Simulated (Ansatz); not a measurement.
# ClH2OSi radical: a ladder of functionals and wavefunction methods

How much do the methods differ for ClH2OSi radical? The plan is to run it at one geometry with functionals of several rungs and with coupled cluster, and see how far each lands from CCSD(T) at the basis-set limit for the atomisation energy.

Program: Ansatz 0.2.0, Gaussian basis. Level of theory: functionals in def2-TZVPP, the program's frozen cores in correlated methods. These are calculated values, not measurements.

Levels to be run: LDA (SPW92), PBE-D4, revPBE-D4, BLYP-D4, r2SCAN-D4, B97M-V, PBE0-D4, B3LYP-D4, r2SCANh-D4, r2SCAN0-D4, HSE06-D4, BHLYP-D4, CAM-B3LYP-D4, LC-ωPBE, ωB97X-V, ωB97M-V, B2PLYP, PBE-QIDH; CCSD(T)/def2-SVP; CCSD(T)/def2-TZVPP; CCSD(T)/def2-QZVPP; extrapolation to the limit; RPA on PBE.

## Step 1: The relaxed structure

An earlier PBE0-D4 in a triple-zeta def2 set relaxation fixed the geometry.

SMILES `O[SiH]Cl`, 5 atoms, charge 0, spin multiplicity 2.

Atoms are counted from 1 here; the program's logs count them from 0.

Bond lengths: O1–Si2 1.639 Å, O1–H4 0.959 Å, Si2–Cl3 2.065 Å, Si2–H5 1.488 Å. Angles: Si2–O1–H4 118.3°, O1–Si2–Cl3 111.1°, O1–Si2–H5 105.3°, Cl3–Si2–H5 108.3°.

## Step 2: LDA

This LDA is Slater exchange with PW92 correlation.

Contents of in.yaml:

```yaml
crystal:
  periodic: [false, false, false]
  atoms:
    - {symbol: O, position_ang: [-0.806120, -0.432037, -0.746534]}
    - {symbol: Si, position_ang: [-0.092285, 0.479808, 0.414012]}
    - {symbol: Cl, position_ang: [1.606550, -0.440829, 1.143627]}
    - {symbol: H, position_ang: [-1.024141, -1.343225, -0.540045]}
    - {symbol: H, position_ang: [0.315996, 1.736283, -0.271051]}
basis:
  gaussian: {orbitals: def2-TZVPP}
magnetization: {spin_polarized: true, initial_magnetization: 1}
hamiltonian: {xc: lda}
output: {orbitals: {seedname: orbitals}}
```

The run is started by

```bash
$ ansatz run in.yaml --threads 2 --pin off --events-out ev --progress --plain --max-ram 32768MiB --backend cpu
```

After this run come: PBE-D4 (GGA); revPBE-D4 (GGA); BLYP-D4 (GGA); r2SCAN-D4 (meta-GGA); B97M-V (meta-GGA); PBE0-D4 (hybrid); B3LYP-D4 (hybrid); r2SCANh-D4 (hybrid); r2SCAN0-D4 (hybrid); HSE06-D4 (hybrid); BHLYP-D4 (hybrid); CAM-B3LYP-D4 (range-separated); LC-ωPBE (range-separated); ωB97X-V (range-separated); ωB97M-V (range-separated); B2PLYP (double hybrid); PBE-QIDH (double hybrid); CCSD(T) in def2-SVP; CCSD(T) in def2-TZVPP; CCSD(T) in def2-QZVPP; RPA on PBE orbitals.

Q: Predict the results of all the runs planned. Wanted: atomisation energy, CCSD(T)/CBS; farthest beyond LDA; mean size of error, GGA; mean size of error, meta-GGA; mean size of error, hybrid; mean size of error, range-separated; mean size of error, double hybrid; gap, smallest and largest; T1 diagnostic.

As calculated:

```
                               quantity                                     value
        atomisation energy, CCSD(T)/CBS                             1615.3 kJ/mol
  functionals within 8.1 kJ/mol (0.5 %)      B97M-V, r2SCANh-D4, ωB97X-V, ωB97M-V
                    farthest beyond LDA                   BHLYP-D4 (-73.0 kJ/mol)
                mean size of error, GGA                               19.7 kJ/mol
           mean size of error, meta-GGA                                6.3 kJ/mol
             mean size of error, hybrid                               27.0 kJ/mol
    mean size of error, range-separated                               10.3 kJ/mol
      mean size of error, double hybrid                               29.1 kJ/mol
              gap, smallest and largest  1.21 eV (LDA (SPW92)), 8.83 eV (LC-ωPBE)
                          T1 diagnostic                                    0.0136
triples share of the correlation energy                                     3.7 %
```

In words: The LDA atomisation energy is off by 235.7 kJ/mol (15 %): it overbinds. PBE-D4 misses by +16.1 kJ/mol. Double hybrids carry the basis error of their MP2 part in triple zeta, and no dispersion term here, so their miss is partly the set-up's. By mean error the best rung here is meta-GGA (6.3 kJ/mol) and the worst beyond LDA is double hybrid (29.1 kJ/mol). The gap between the best rungs is small, so their order is not settled. The reference freezes the cores and leaves out relativity and excitations past (T), so misses under about 8.1 kJ/mol can't be ranked. Hartree-Fock recovers 71 % of the binding; the rest is correlation. CCSD(T) in def2-SVP is off by -171.3 kJ/mol, which most functionals beat. The gap grows from 1.2 to 8.8 eV across the functionals, mostly with the share of exact exchange.
